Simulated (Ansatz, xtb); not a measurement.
**H2O2Si: 3 structures ranked**

3 gas-phase structures of H2O2Si, found in a search over its isomers (lower ones may exist). Each was relaxed with GFN2-xTB; where two conformers were screened, the lower at r2SCAN-D4/def2-SVP is listed:

A. `O[Si]O`, a triplet
B. `O=[SiH]O`, a singlet
C. `O[Si]O`, a singlet

Question: Estimate their order in r2SCAN-D4/def2-SVP energy at these geometries, lowest first.

Answer: Calculated order at r2SCAN-D4/def2-SVP: C (0.0), B (35.5), A (243.5) kJ/mol.

Energies above the lowest of each column, in kJ/mol; the last columns are at PBE-D3(BJ)/def2-SVP geometries and were run for some of them only (a dash: not run or not comparable):

```csv
structure,GFN2-xTB,HF/STO-3G,r2SCAN-D4/def2-SVP,PBE-D3(BJ)/def2-SVP,CCSD(T)/def2-TZVPP
C,147.9,0.0,0.0,0.0,0.0
B,0.0,194.9,35.5,39.6,35.1
A,–,265.7,243.5,–,–
```

CCSD(T)/def2-TZVPP puts C lowest of those it was run on; GFN2-xTB picks B. Some further structures that were screened fall inside this span and aren't listed. Flexible structures stand in one conformer each, not always the lowest. Frequencies (PBE-D3(BJ)/def2-SVP) were run for B, C alone. GFN2-xTB has no spin polarisation and isn't compared across spin states. Open shells are spin-unrestricted.

Programs: Ansatz 0.2.0, xtb 6.7.1.
